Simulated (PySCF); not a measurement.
## Atomic charges against the basis set

C₅H₈O.
Z-matrix (Å and degrees, PBE0-D3(BJ)/def2-SVP geometry), rows numbered from 1:
```
C 
C   1  1.4933
C   2  1.3281  1  124.80
C   3  1.4724  2  147.49  1     7.29
C   3  1.4586  2  148.96  1   172.08
O   5  1.3857  3  122.50  4   110.99
H   1  1.0992  2  111.34  3     0.45
H   1  1.1028  2  111.04  3   121.30
H   1  1.1029  2  111.22  3  -120.44
H   2  1.0974  1  117.18  3  -179.81
H   4  1.0972  3  117.90  5  -106.59
H   4  1.0968  3  120.07  5   106.17
H   5  1.0967  3  118.43  4  -104.39
H   6  0.9629  5  107.83  3   -10.55
```

PBE0 throughout (PySCF), one geometry, spherical d and f functions. Geometry: PBE0-D3(BJ)/def2-SVP, one conformer, isolated molecule. Atoms taken as equivalent share a column and are averaged. The first 7 of 12 kinds of atom are listed.

Mulliken charges (e):

```
        basis  functions      C1      C2      C3      C4      C5      O6  H7/H8/H9
       STO-3G         38  -0.239  -0.083  -0.047  -0.197  +0.002  -0.272    +0.088
        6-31G         70  -0.549  -0.194  -0.024  -0.355  +0.061  -0.594    +0.181
       6-31G*        100  -0.572  -0.221  +0.089  -0.447  +0.072  -0.638    +0.188
     def2-SVP        124  -0.026  -0.144  -0.115  -0.072  +0.089  -0.280    +0.053
6-311+G(2d,p)        210  -0.672  -0.519  +0.752  -0.456  +0.036  -0.393    +0.154
    def2-TZVP        234  -0.327  -0.097  -0.169  -0.191  +0.044  -0.427    +0.130
```

IAO charges (e):

```json
{"basis": "STO-3G", "functions": "38", "C1": "-0.400", "C2": "-0.136", "C3": "-0.051", "C4": "-0.304", "C5": "-0.027", "O6": "-0.316", "H7/H8/H9": "+0.142"}
{"basis": "6-31G", "functions": "70", "C1": "-0.438", "C2": "-0.138", "C3": "-0.056", "C4": "-0.342", "C5": "+0.042", "O6": "-0.507", "H7/H8/H9": "+0.155"}
{"basis": "6-31G*", "functions": "100", "C1": "-0.417", "C2": "-0.136", "C3": "-0.055", "C4": "-0.334", "C5": "+0.073", "O6": "-0.515", "H7/H8/H9": "+0.148"}
{"basis": "def2-SVP", "functions": "124", "C1": "-0.407", "C2": "-0.135", "C3": "-0.055", "C4": "-0.328", "C5": "+0.074", "O6": "-0.512", "H7/H8/H9": "+0.145"}
{"basis": "6-311+G(2d,p)", "functions": "210", "C1": "-0.428", "C2": "-0.145", "C3": "-0.053", "C4": "-0.344", "C5": "+0.071", "O6": "-0.542", "H7/H8/H9": "+0.153"}
{"basis": "def2-TZVP", "functions": "234", "C1": "-0.429", "C2": "-0.144", "C3": "-0.053", "C4": "-0.345", "C5": "+0.073", "O6": "-0.538", "H7/H8/H9": "+0.152"}
```

Hirshfeld charges (e):

| basis | functions | C1 | C2 | C3 | C4 | C5 | O6 | H7/H8/H9 |
| --- | --- | --- | --- | --- | --- | --- | --- | --- |
| STO-3G | 38 | -0.032 | -0.026 | -0.059 | -0.066 | +0.053 | -0.169 | +0.021 |
| 6-31G | 70 | -0.096 | -0.039 | -0.045 | -0.099 | +0.033 | -0.237 | +0.042 |
| 6-31G* | 100 | -0.098 | -0.042 | -0.042 | -0.098 | +0.030 | -0.228 | +0.041 |
| def2-SVP | 124 | -0.111 | -0.041 | -0.035 | -0.106 | +0.028 | -0.219 | +0.045 |
| 6-311+G(2d,p) | 210 | -0.114 | -0.045 | -0.043 | -0.106 | +0.017 | -0.223 | +0.047 |
| def2-TZVP | 234 | -0.117 | -0.044 | -0.039 | -0.108 | +0.019 | -0.223 | +0.047 |

Which scheme is steadiest as the basis changes?

Largest range over the bases for any column: Hirshfeld 0.09 e, IAO 0.23 e, Mulliken 0.92 e. Hirshfeld charges move least and Mulliken charges most, counted in e. Without the minimal STO-3G basis the ranges are Hirshfeld 0.02, IAO 0.03, Mulliken 0.92 e.

How much do the charges still move between the two largest bases, 6-311+G(2d,p) and def2-TZVP?

At most, over all atoms: Mulliken 0.920 e, IAO 0.004 e, Hirshfeld 0.004 e.

What do the same runs give for the total energy, the frontier levels and the dipole moment?

```csv
basis,energy (Eh),HOMO (eV),LUMO (eV),μ (D)
STO-3G,-266.7856,-4.12,3.10,1.52
6-31G,-270.0908,-6.84,0.29,2.30
6-31G*,-270.1656,-6.75,0.29,1.84
def2-SVP,-269.9820,-6.92,0.06,1.83
"6-311+G(2d,p)",-270.2561,-7.07,-0.20,1.94
def2-TZVP,-270.2782,-7.03,-0.09,1.84
```

The dipole is fixed by the density alone, so its range of 0.78 D shows that the density itself changes with the basis, not only its division among atoms.
